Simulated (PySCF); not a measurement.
# Exact simulation of a proton spin system

Molecule: SMILES C1=C2N([B-](F)(F)[N+]3=CC=CC3=C2)C=C1, C₉H₇BF₂N₂.

Cartesian coordinates in Å; atom numbers follow the order of the lines, from 1:
```xyz
21

F     0.2252    2.3328   -0.0511
B     0.2223    1.0864   -0.6330
F     0.1133    1.1660   -2.0028
N    -0.9558    0.2272   -0.0559
C    -2.2521    0.5319   -0.1152
C    -3.0238   -0.4891    0.4811
C    -2.1305   -1.4560    0.9171
C    -0.8317   -0.9975    0.5782
C     0.4220   -1.5588    0.7949
C     1.5872   -0.9151    0.3929
C     2.9502   -1.2846    0.5274
C     3.6996   -0.2634   -0.0371
C     2.7794    0.7005   -0.5035
N     1.5304    0.3115   -0.2472
H    -2.5836    1.4609   -0.5781
H    -4.1080   -0.4971    0.5716
H    -2.3552   -2.3918    1.4264
H     0.4936   -2.5245    1.2994
H     3.3118   -2.1996    0.9938
H     4.7832   -0.1990   -0.1139
H     2.9740    1.6471   -1.0069
```

A single conformation, gas phase, fast rotation and ring inversion assumed for equivalent nuclei, relativity neglected. Geometry from PBE0-D3(BJ)/def2-SVP; couplings computed with B3LYP/pcJ-1 (spin–dipole term only in couplings to heteroatoms); σ from GIAO-B97-2/pcSseg-1; PySCF 2.14.

Chemical shifts δ = σref − σ; ¹H vs TMS, all at this level.

Shifts (ppm): F1/F3 -153.5, H15/H21 7.85, H16/H20 6.53, H17/H19 7.04, H18 6.90.
Couplings (Hz): F1–F3: 33.4; F1–H15, F3–H15: -0.3; F1–H17, F3–H17: 0.6; F1–H19, F3–H19: 0.6; F1–H21, F3–H21: -0.3; H15–H16: 2.3; H15–H17: 1.0; H15–H18, H18–H21: 1.2; H15–H21: 0.6; H16–H17: 4.7; H17–H19: 0.2; H19–H20: 4.7; H19–H21: 1.0; H20–H21: 2.3.

The 9-spin Hamiltonian (Zeeman plus full scalar coupling among like nuclei) was diagonalised exactly; lines are Lorentzian, 0.5 Hz wide, and the maxima above 3 % are listed with the tallest set to 100.

Q: Give the ¹H peak list of this spin system at 300 MHz.

A: 
Hz from δ = 0 (height): 2356.1 (63), 2355.0 (66), 2354.0 (63), 2114.8 (62), 2114.1 (62), 2110.0 (66), 2109.3 (66), 2071.2 (53), 2070.0 (100), 2068.8 (52), 1962.5 (77), 1961.3 (14), 1960.2 (77), 1957.8 (73), 1956.7 (14), 1955.5 (71)

Q: And at 800 MHz?

A: 
```json
{"Hz": "6281.1", "ppm": "7.851", "height": "63"}
{"Hz": "6280.0", "ppm": "7.850", "height": "66"}
{"Hz": "6279.0", "ppm": "7.849", "height": "63"}
{"Hz": "5634.7", "ppm": "7.043", "height": "63"}
{"Hz": "5634.1", "ppm": "7.043", "height": "63"}
{"Hz": "5630.0", "ppm": "7.037", "height": "65"}
{"Hz": "5629.3", "ppm": "7.037", "height": "65"}
{"Hz": "5521.2", "ppm": "6.902", "height": "53"}
{"Hz": "5520.0", "ppm": "6.900", "height": "100"}
{"Hz": "5518.8", "ppm": "6.899", "height": "52"}
{"Hz": "5227.5", "ppm": "6.534", "height": "75"}
{"Hz": "5226.4", "ppm": "6.533", "height": "14"}
{"Hz": "5225.2", "ppm": "6.532", "height": "76"}
{"Hz": "5222.8", "ppm": "6.528", "height": "74"}
{"Hz": "5221.7", "ppm": "6.527", "height": "14"}
{"Hz": "5220.5", "ppm": "6.526", "height": "73"}
```

Q: Among coupled protons with different shifts, which pair is furthest from first order, and how does the field change that?

A: H16 and H17: Δν/J is about 32.6 at 300 MHz (close to first order) and 86.8 at 800 MHz (close to first order). J in Hz doesn't depend on the field, while Δν in Hz grows in proportion to it.

Unscaled 3J(H,H) at this level run about 10 % above measured values.
